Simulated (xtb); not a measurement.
CH2Cl2, SMILES ClCCl. All values are semi-empirical tight-binding results from xtb (GFN2-xTB unless named), good for trends rather than for accurate numbers. Geometry: GFN2-xTB.

Optimised geometry:

Bonded distances (Å): Cl1–C2 1.772, C2–Cl3 1.772, C2–H4 1.089, C2–H5 1.089. Angles (°): Cl1–C2–Cl3 111.2, Cl1–C2–H4 108.4, Cl1–C2–H5 108.4, Cl3–C2–H4 108.4, Cl3–C2–H5 108.4, H4–C2–H5 112.1.

Computed properties:
| Item | Result |
|---|---|
| point group as xtb finds it | C2v |
| orbital gap | 6.15 eV |
| dipole moment | 1.77 D |
| zero-point energy | 17.3 kcal/mol |
| G − E(el) at 298.15 K (modified RRHO) | 0.8 kcal/mol |
| static polarisability (D4 model) | 41.7 bohr³ |
| solvation energy, GFN2-xTB/ALPB(water) | -2.5 kcal/mol |
| solvation energy, GFN2-xTB/ALPB(acetone) | -3.9 kcal/mol |

Problem. Give the atomic charges and the Wiberg bond orders between heavy atoms. (An estimate is asked for; the answer gives what the named calculation found.)

Solution. charges (e) Cl1 -0.15, C2 0.09, Cl3 -0.15, H4 0.10, H5 0.10. Bond orders Cl1–C2 0.98, C2–Cl3 0.98.
